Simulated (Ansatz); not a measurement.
We consider GePb2(SeO3)4 (P2₁/c, No. 14; cell taken from a computed entry), described by LDA (PAW; Ansatz, a quantum-chemistry and plane-wave program).

Settings: plane-wave cutoff 520 eV, 4×6×4 k mesh (along the axes of the cell as run), Fermi–Dirac smearing 0.01 eV, scalar-relativistic PAW data made under PBE.

Cell (relaxed with PBEsol):

```cif
data_Ge2O24Pb4Se8
_chemical_formula_sum 'Ge2 Pb4 Se8 O24'
_space_group_name_H-M_alt 'P 1'
_space_group_IT_number 1
_cell_length_a 8.98368
_cell_length_b 6.61040
_cell_length_c 9.31766
_cell_angle_alpha 90.000
_cell_angle_beta 96.458
_cell_angle_gamma 90.000
loop_
_space_group_symop_operation_xyz
  'x, y, z'
loop_
_atom_site_label
_atom_site_type_symbol
_atom_site_fract_x
_atom_site_fract_y
_atom_site_fract_z
_atom_site_occupancy
Ge1 Ge 0.00000 0.00000 0.50000 1
Ge2 Ge 0.00000 0.50000 0.00000 1
Pb1 Pb 0.53770 0.23512 0.40309 1
Pb2 Pb 0.46230 0.76488 0.59691 1
Pb3 Pb 0.46230 0.73512 0.09691 1
Pb4 Pb 0.53770 0.26488 0.90309 1
Se1 Se 0.83919 0.18784 0.20655 1
Se2 Se 0.16081 0.81216 0.79345 1
Se3 Se 0.16081 0.68784 0.29345 1
Se4 Se 0.83919 0.31216 0.70655 1
Se5 Se 0.23774 0.18833 0.13272 1
Se6 Se 0.76226 0.81167 0.86728 1
Se7 Se 0.76226 0.68833 0.36728 1
Se8 Se 0.23774 0.31167 0.63272 1
O1 O 0.97048 0.38142 0.17894 1
O2 O 0.02952 0.61858 0.82106 1
O3 O 0.02952 0.88142 0.32106 1
O4 O 0.97048 0.11858 0.67894 1
O5 O 0.86931 0.19620 0.39566 1
O6 O 0.13069 0.80380 0.60434 1
O7 O 0.13069 0.69620 0.10434 1
O8 O 0.86931 0.30380 0.89566 1
O9 O 0.67538 0.31490 0.18582 1
O10 O 0.32462 0.68510 0.81418 1
O11 O 0.32462 0.81490 0.31418 1
O12 O 0.67538 0.18510 0.68582 1
O13 O 0.34472 0.36785 0.22672 1
O14 O 0.65528 0.63215 0.77328 1
O15 O 0.65528 0.86785 0.27328 1
O16 O 0.34472 0.13215 0.72672 1
O17 O 0.37351 0.06320 0.04989 1
O18 O 0.62649 0.93680 0.95011 1
O19 O 0.62649 0.56320 0.45011 1
O20 O 0.37351 0.43680 0.54989 1
O21 O 0.16814 0.33070 0.98166 1
O22 O 0.83186 0.66930 0.01834 1
O23 O 0.83186 0.83070 0.51834 1
O24 O 0.16814 0.16930 0.48166 1
```

Estimate the band gap and smallest direct gap on the k points sampled that the calculation returns.


- band gap: 3.20 eV
- smallest direct gap on the k points sampled: 3.30 eV

Note: cell and atoms aren't relaxed at this level (largest force component 0.26 eV/Å, pressure -3.9 GPa).

Spin–orbit coupling is not included; with these elements it can move the gap by several tenths of an eV or more.

Computed values are for the static lattice.

It cost around 14 core-minutes (rough) of CPU time.
